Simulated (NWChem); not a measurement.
**One shape, several levels: MgH (SMILES [MgH])**

Wanted: a comparison of 3 runs (UHF/3-21G, UHF/6-31G**, UMP2/STO-3G) of MgH. 

The calculation is run with NWChem 7.3.0.

14 further runs of the same task are left out: 14 set aside as unsound or not needed.

## (1) Starting point

MgH: 2 atoms, total charge 0, spin state doublet. SMILES: `[MgH]`. The coordinates come from a PBE0-D4/def2-TZVP relaxation.

Bond lengths: Mg1–H2 1.743 Å.

## (2) Energy and gradient at UHF/3-21G (run 1)

File mymol.nw:

```
echo
start mymol
memory 2200 mb
charge 0
geometry noautosym nocenter noautoz
Mg    -0.742670     0.243830    -0.385720
H      0.742670    -0.243830     0.385720
end
basis spherical bse
* library 3-21G
end
scf
doublet
uhf
thresh 1e-08
maxiter 80
print low
end
task scf gradient
```

The run is started by

```sh
$ nwchem mymol.nw > mymol.out
```

Log:

```text
[...]
  functions       =    15
[...]
  wavefunction    = UHF
[...]
         Total SCF energy =   -199.004075620695
      One electron energy =   -285.882087753009
      Two electron energy =     83.235465356435
 Nuclear repulsion energy =      3.642546775880
                       Sz =      0.5000
                 Sz(Sz+1) =      0.7500
                      S^2 =      0.7615
[...]
                         UHF ENERGY GRADIENTS
    atom               coordinates                        gradient
                 x          y          z           x          y          z
   1 Mg     -1.403443   0.460772  -0.728905    0.002240  -0.000736   0.001164
   2 H       1.403443  -0.460772   0.728905   -0.002240   0.000736  -0.001164
 Task  times  cpu:        0.2s     wall:        0.2s
 Total times  cpu:        0.2s     wall:        0.2s
```

It took 0.71 s on 1 thread of AMD EPYC 9R45 (Zen 5), shared host; peak memory 0.1 GiB.

## (3) Energy and forces at UHF/6-31G(d,p) (spherical functions) (run 2)

File mol.nw:

```
start mol
memory stack 880 mb heap 220 mb global 1100 mb

geometry noautosym nocenter noautoz
 Mg   -0.742670    0.243830   -0.385720
 H     0.742670   -0.243830    0.385720
end

basis spherical bse
 * library 6-31G**
end

scf
 doublet
 uhf
 thresh 1e-08
 maxiter 80
end

task scf gradient
```

The run is started by

```sh
$ nwchem mol.nw > mol.out
```

Log:

```text
[...]
  functions       =    23
[...]
  wavefunction    = UHF
[...]
         Total SCF energy =   -200.136077659500
      One electron energy =   -287.099425478680
      Two electron energy =     83.320801043300
 Nuclear repulsion energy =      3.642546775880
                       Sz =      0.5000
                 Sz(Sz+1) =      0.7500
                      S^2 =      0.7603
[...]
                         UHF ENERGY GRADIENTS
    atom               coordinates                        gradient
                 x          y          z           x          y          z
   1 Mg     -1.403443   0.460772  -0.728905    0.000119  -0.000039   0.000062
   2 H       1.403443  -0.460772   0.728905   -0.000119   0.000039  -0.000062
[...]
```

Wall time 1.7 s (1 thread of AMD EPYC 9R45 (Zen 5), shared host); peak memory 0.099 GiB.

## (4) Energy and forces at UMP2/STO-3G (run 3)

File run.py:

```python
from ase import Atoms
from ase.calculators.nwchem import NWChem

system = Atoms(['Mg', 'H'], positions=[
    [-0.742670, 0.243830, -0.385720],
    [0.742670, -0.243830, 0.385720],
])

calc = NWChem(
    label='hmg',
    theory='mp2',
    memory='2200 mb',
    basis='STO-3G',
    basispar='spherical bse',
    scf={'nopen': '1', 'uhf': None, 'thresh': '1e-08', 'maxiter': '80', 'print': 'low'},
    mp2={'freeze': 'core 1', 'tight': None},
)
system.calc = calc

forces = system.get_forces()
print(f"energy = {system.get_potential_energy():.6f} eV")
print("forces (eV/A):")
for s, f in zip(system.symbols, forces):
    print(f"{s:2s} {f[0]:10.5f} {f[1]:10.5f} {f[2]:10.5f}")
```

The run is started by

```sh
$ export ASE_NWCHEM_COMMAND="nwchem PREFIX.nwi > PREFIX.nwo"
$ python run.py
```

Log:

```text
energy = -5376.778331 eV
forces (eV/A):
Mg    1.67122   -0.54867    0.86800
H    -1.67122    0.54867   -0.86800
```

The calculator wrote hmg.nwi:

```
title "hmg"

permanent_dir hmg

scratch_dir hmg

start hmg

geometry units angstrom nocenter noautosym noautoz
  Mg -7.4267000000000005e-01 2.4382999999999999e-01 -3.8572000000000001e-01
  H  7.4267000000000005e-01 -2.4382999999999999e-01 3.8572000000000001e-01
end

memory 2200 mb

basis spherical bse noprint
   * library STO-3G
end

scf
  nopen 1
  uhf
  thresh 1e-08
  maxiter 80
  print low
end
mp2
  freeze core 1
  tight
end

task mp2 gradient
```

hmg.nwo:

```text
Northwest Computational Chemistry Package (NWChem) 7.3.0
             --------------------------------------------------------

           Job information
           ---------------

    nwchem branch   = 7.3.0
    use scalapack   = T
    input           = hmg.nwi
    prefix          = hmg.
    data base       = hmg/hmg.db
    status          = startup
    nproc           =        1

           Memory information
           ------------------

    heap     =     72089600 doubles =      550.0 Mbytes
    stack    =     72089597 doubles =      550.0 Mbytes
    global   =    144179200 doubles =     1100.0 Mbytes (distinct from heap & stack)
    total    =    288358397 doubles =     2200.0 Mbytes
    verify   = yes
    hardfail = no

[... 77 lines left out ...]
       Final UHF  results
[... 3 lines left out ...]
      One electron energy =   -285.897355518444
[... 1 line left out ...]
 Nuclear repulsion energy =      3.642546775880
[... 107 lines left out ...]
                Dipole Moments (a.u.)
[... 21 lines left out ...]
 MP2 beta     natural orbital occupation numbers
[... 13 lines left out ...]
  MP2 natural orbitals output to hmg/hmg.mp2nos

                         mp2 ENERGY GRADIENTS

    atom               coordinates                        gradient
                 x          y          z           x          y          z
   1 Mg     -1.403443   0.460772  -0.728905   -0.032500   0.010670  -0.016880
   2 H       1.403443  -0.460772   0.728905    0.032500  -0.010670   0.016880

                 ----------------------------------------
                 |  Time  |  1-e(secs)   |  2-e(secs)   |
                 ----------------------------------------
                 |  CPU   |       0.00   |       0.01   |
                 ----------------------------------------
                 |  WALL  |       0.00   |       0.01   |
                 ----------------------------------------
 -----------------------
 Task  times  cpu:        0.2s     wall:        0.2s
 Total times  cpu:        0.2s     wall:        0.2s
```

Wall time 1.4 s (1 thread of AMD EPYC 9R45 (Zen 5), shared host); peak memory 0.1 GiB.

## (5) All runs side by side

```tsv
run	level	module	frozen core orbitals	energy (Eh)	⟨S²⟩	largest force (eV/Å)	wall time
1	UHF/3-21G	scf	–	-199.004076	0.761	0.135	0.71 s
2	UHF/6-31G** (spherical functions)	scf	–	-200.136078	0.760	0.007	1.7 s
3	UMP2/STO-3G	mp2	1	-197.592961	0.763	1.961	1.4 s
```

## (6) Outcome

```
                                                      quantity          value
                                           run 3: total energy  -197.59296 Eh
run 3: dipole moment (of the density that the program reports)         2.98 D
             run 3: correlation energy (1 core orbital frozen)      -29.0 mEh
                      run 3: ⟨S²⟩ of the reference determinant          0.763
                               run 3: largest force on an atom     1.961 eV/Å
```

**Reading.** In run 3 the basis is minimal, so the values are rough. All runs together took 3.8 s, the longest 1.7 s.
